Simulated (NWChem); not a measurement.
Everything below was run with NWChem. System: diphosphorus (P₂), charge 0, spin multiplicity 1, at a geometry optimised with PBE0/def2-SVP. Level: CCSD(T)/def2-TZVP, 10 core orbitals frozen.

NWChem printed:

```
             Northwest Computational Chemistry Package (NWChem) 7.3.0
             --------------------------------------------------------

                                NWChem Input Module
                                -------------------

 Scaling coordinates for geometry "geometry" by  1.889725989
 (inverse scale =  0.529177249)

 Turning off AUTOSYM since
 SYMMETRY directive was detected!

                             Geometry "geometry" -> ""
                             -------------------------

 Output coordinates in angstroms (scale by  1.889725989 to convert to a.u.)

  No.       Tag          Charge          X              Y              Z
 ---- ---------------- ---------- -------------- -------------- --------------
    1 P                   15.0000     0.00000000     0.00000000     0.94554400
    2 P                   15.0000     0.00000000     0.00000000    -0.94554400

 Effective nuclear repulsion energy (a.u.)      62.9610473045

            Nuclear Dipole moment (a.u.)
            ----------------------------
        X                 Y               Z
 ---------------- ---------------- ----------------
     0.0000000000     0.0000000000     0.0000000000

      Symmetry information
      --------------------

 Group name             D2h
 Group number             26
 Group order               8
 No. of unique centers     1

      Symmetry unique atoms

     1


 Summary of "ao basis" -> "" (spherical)
 ------------------------------------------------------------------------------
       Tag                 Description            Shells   Functions and Types
 ---------------- ------------------------------  ------  ---------------------
 *                         def2-tzvp                  on all atoms

 Summary of "ao basis" -> "ao basis" (spherical)
 ------------------------------------------------------------------------------
       Tag                 Description            Shells   Functions and Types
 ---------------- ------------------------------  ------  ---------------------
 P                         def2-tzvp                13       37   5s5p2d1f

                                 NWChem SCF Module
                                 -----------------

  ao basis        = "ao basis"
  functions       =    74
  atoms           =     2
  closed shells   =    15
  open shells     =     0
  charge          =   0.00
  wavefunction    = RHF
  use symmetry    = T
  symmetry adapt  = T

[...]
                   NWChem Extensible Many-Electron Theory Module
                   ---------------------------------------------


            General Information
            -------------------
      Number of processors :     1
         Wavefunction type : Restricted Hartree-Fock
          No. of electrons :    30
           Alpha electrons :    15
            Beta electrons :    15
           No. of orbitals :   148
            Alpha orbitals :    74
             Beta orbitals :    74
        Alpha frozen cores :    10
         Beta frozen cores :    10
     Alpha frozen virtuals :     0
      Beta frozen virtuals :     0
         Spin multiplicity : singlet
    Number of AO functions :    74
       Number of AO shells :    26
        Use of symmetry is : on
      Symmetry adaption is : on
         Schwarz screening : 0.10D-09

          Correlation Information
          -----------------------
          Calculation type : Coupled-cluster singles & doubles w/ perturbation
   Perturbative correction : (T)
            Max iterations :      100
        Residual threshold : 0.10D-05
     T(0) DIIS level shift : 0.00D+00
     L(0) DIIS level shift : 0.00D+00
     T(1) DIIS level shift : 0.00D+00
     L(1) DIIS level shift : 0.00D+00
     T(R) DIIS level shift : 0.00D+00
     T(I) DIIS level shift : 0.00D+00
   CC-T/L Amplitude update :  5-th order DIIS
                I/O scheme : Global Array Library
        L-threshold :  0.10D-05
        EOM-threshold :  0.10D-05
 no EOMCCSD initial starts read in
 TCE RESTART OPTIONS
 SLICE:      F
 D4D5:       F
 quantumc:   F
 qrotation:  F
 pwtce:      F
 qducc:      F
 nacto:                         0
 nrotv:                         0
 nrot:                          0

            Memory Information
            ------------------
          Available GA space size is     249031324 doubles
          Available MA space size is     104853068 doubles

 Maximum block size supplied by input
 Maximum block size        24 doubles

 tile_dim =     12

 -------------------------------------------------

 Global array virtual files algorithm will be used

 Parallel file system coherency ......... OK

 4-electron integrals stored in orbital form

 v2    file size   =           458076
 4-index algorithm nr.  13 is used
 imaxsize =       30
 imaxsize ichop =        0


CCSD iterations
 ---------------------------------------------------------
 Iter          Residuum       Correlation     Cpu    Wall
 ---------------------------------------------------------
    1   0.1325024970042  -0.2739452395117     0.3     0.3
    2   0.0390918436278  -0.2807053567473     0.3     0.3
    3   0.0154653326240  -0.2895247393533     0.4     0.4
    4   0.0072002521360  -0.2904979024343     0.2     0.2
    5   0.0035751293133  -0.2914943506028     0.2     0.2
    6   0.0010600655950  -0.2919553782406     0.3     0.3
    7   0.0004787393461  -0.2920489088993     0.3     0.3
    8   0.0002646315153  -0.2920551122754     0.3     0.3
    9   0.0001538729544  -0.2920604822752     0.3     0.3
   10   0.0000905119136  -0.2920650835253     0.3     0.3
   11   0.0000105835721  -0.2920715444984     0.3     0.3
   12   0.0000036421909  -0.2920717499347     0.3     0.3
   13   0.0000017272433  -0.2920723108173     0.4     0.4
   14   0.0000008565567  -0.2920723469874     0.2     0.2
 -----------------------------------------------------------------
 Iterations converged
 CCSD correlation energy / hartree =        -0.292072346987354
 CCSD total energy / hartree       =      -681.772203116450896

 Singles contributions

 Doubles contributions
    16b2g (alpha)    16b2g (beta ) ---    14b3u (alpha)    14b3u (beta )       -0.1144668553
    17b3g (alpha)    17b3g (beta ) ---    15b2u (alpha)    15b2u (beta )       -0.1144668553
 CCSD(T)
 Using plain CCSD(T) code
             total no. of tasks         1740
 total no. of tasks / no. procs         1740
                         wl_min           27           1.7
                         wl_max        12672           4.8
        thresh for no. of tasks         1740

 CCSD[T]  correction energy / hartree =        -0.021892075956973
 CCSD[T] correlation energy / hartree =        -0.313964422944326
 CCSD[T] total energy / hartree       =      -681.794095192407895
 CCSD(T)  correction energy / hartree =        -0.021325738904925
 CCSD(T) correlation energy / hartree =        -0.313398085892278
 CCSD(T) total energy / hartree       =      -681.793528855355817

 Task  times  cpu:       14.1s     wall:       14.1s

 Total times  cpu:       14.2s     wall:       14.2s
```

### Question
Write an NWChem input that would produce this output.

### Answer
This is not unique; one that fits is 
```
start mol
memory heap 100 mb stack 700 mb global 1900 mb
geometry units angstroms nocenter noautoz
  P      0.000000     0.000000     0.945544
  P      0.000000     0.000000    -0.945544
  symmetry group D2h
end
basis spherical
  * library def2-tzvp
end
scf
  rhf
  nopen 0
  maxiter 100
  thresh 1e-7
  semidirect memsize 60000000 filesize 0
end
tce
  freeze core 10
  ccsd(t)
  2eorb
  2emet 13
  thresh 1e-6
  maxiter 100
  tilesize 24
end
task tce energy
```
